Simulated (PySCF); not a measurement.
```xyz
3
charge 0 multiplicity 1, angstrom
C     0.0000    0.0000    0.0000
C     0.0000    0.0000    1.2874
C     0.0000    0.0000   -1.2874
```

These are results of PySCF, B3LYP, basis C def2-TZVP (no relativity, density fitting), not measurements.

This geometry of C3 is a stationary point at this level.

What is the point group?

D∞h.

Is it a minimum?

Yes: all harmonic wavenumbers are real.

Give the ideal-gas entropy at 298.15 K and 1 bar by parts.

translation 153.5, rotation 54.0, vibration 25.4, spin 0.0; total 233.0 J/(mol K).

What is the atomisation energy, with and without zero-point energy?

1340 kJ/mol without, 1318 kJ/mol with.

Only a few start shapes were tried, so a lower isomer may exist.
